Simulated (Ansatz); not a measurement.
# A basis-limit estimate, worked out

An elementary step of Si$_{2}$H$_{8}$O, singlet (SiH₄O ([OH][SiH3]) + SiH₄ → Si₂H₆ ([SiH3][SiH3]) + H₂O; bonds formed: Si1–Si7, O2–H6; bonds broken: Si1–O2, H6–Si7). “Start” is the structure reached by relaxing down from the saddle towards the reactants; PBE0-D4/def2-TZVP structures. The saddle:

```
11
angstrom
Si -0.1609 0.7631 -0.9810
O 0.0145 1.5321 0.6868
H 1.0647 0.2164 -1.6077
H -1.4343 0.1108 -1.3683
H -0.2763 2.1464 -1.5577
H 0.2414 0.5843 1.0938
Si -0.0022 -1.4705 0.6537
H 0.6217 2.2790 0.8212
H 1.0977 -1.9697 1.5464
H 0.1119 -2.2889 -0.5942
H -1.2783 -1.9030 1.3069
```

Computed with Ansatz 0.2.0 (basis: def2-TZVPP and def2-QZVPP); correlated methods freeze the cores.

Energies in eV:

| quantity | saddle | start |
| --- | --- | --- |
| Hartree–Fock, triple zeta (X = 3) | -17887.02920 | -17890.59609 |
| Hartree–Fock, quadruple zeta (X = 4) | -17887.63122 | -17891.21645 |
| MP2 correlation, X = 3 | -15.03010 | -14.21579 |
| MP2 correlation, X = 4 | -16.12970 | -15.29377 |
| CCSD(T) correlation, X = 3 | -16.97127 | -16.13286 |

**Question.** Work out the barrier at the basis limit: extrapolate Hartree–Fock as E(X) = E∞ + A exp(−7.88 √X) and the MP2 correlation as E(X) = E∞ + B X^−2.97 (the exponents that Neese and Valeev fitted for def2-TZVPP and QZVPP), then add CCSD(T) − MP2 in triple zeta.

**Answer.** Each step is linear, so take the differences first (saddle − start): Hartree–Fock 3.56689 (X = 3) and 3.58523 (X = 4); MP2 correlation -0.81431 and -0.83593; CCSD(T) correlation -0.83841.
Two points give E∞ = E(4) + w [E(4) − E(3)], with w = 1/(exp(7.88 (2 − √3)) − 1) = 0.1377 for Hartree–Fock and w = 1/((4/3)^2.97 − 1) = 0.7407 for the correlation.
Hartree–Fock: 3.58523 + 0.1377 × 0.01834 = 3.5878 eV.
MP2 correlation: -0.83593 + 0.7407 × (-0.02162) = -0.8519 eV.
CCSD(T) − MP2: -0.83841 − (-0.81431) = -0.0241 eV.
Sum: 3.5878 + (-0.8519) + (-0.0241) = 2.7118 eV, or 62.54 kcal/mol. Plain CCSD(T) in triple zeta gives 2.7285 eV, so the larger basis shifts the result by -0.0167 eV.

The T1 diagnostic stays at or below 0.014.

Labels in which every atom is bracketed show which atoms are joined, not bond orders.

For scale, one of the runs: CCSD(T)/def2-TZVPP, 227 basis functions, launched by `ansatz run in.yaml --threads 4 --pin off --events-out ev --progress --plain --max-ram 9574MiB`. Hardware: 4 CPU threads of an Intel Xeon, shared host. Wall time 68 s; peak host memory 3.5 GiB.
